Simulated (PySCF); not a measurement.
# CH2ClF: the cost of one run

Programs: PySCF 2.14.0, with density-fitted response routines of our own. Each step states its level of theory. These are calculated values for one molecule in the gas phase, unless marked as measured. Atoms are numbered from 0 throughout.

## (1) Starting geometry

5 atoms, charge 0, multiplicity 1; geometry from: GFN2-xTB. The atoms were then displaced at random by about 0.01 Å, so the start is not that level's minimum.

Bonds of the start (Å): F0–C1 1.32, C1–Cl2 1.76, C1–H3 1.08, C1–H4 1.10.

## (2) Relaxing the molecule at PBE0-D3(BJ)/def2-SVP

The job: settings as JSON, then the geometry in Å.

```
{"job": {"xc": "PBE0", "basis": "def2-SVP", "d3": "d3bj", "grid": 1, "shake": 0.01, "kind": "geom"}, "charge": 0, "multiplicity": 1}
F     -0.743770     1.074100    -0.121130
C     -0.115640    -0.078240     0.006100
Cl     1.624080     0.195620    -0.071540
H     -0.328450    -0.494820     0.980890
H     -0.402650    -0.730620    -0.832220
```

Run with:

```bash
OMP_NUM_THREADS=1 python probes_run.py task.json out
```

This one command runs all jobs of the session in turn.

**Question.** How long does this first job take on 1 thread of Arm Neoverse V1, shared host?

About 6.6 s.
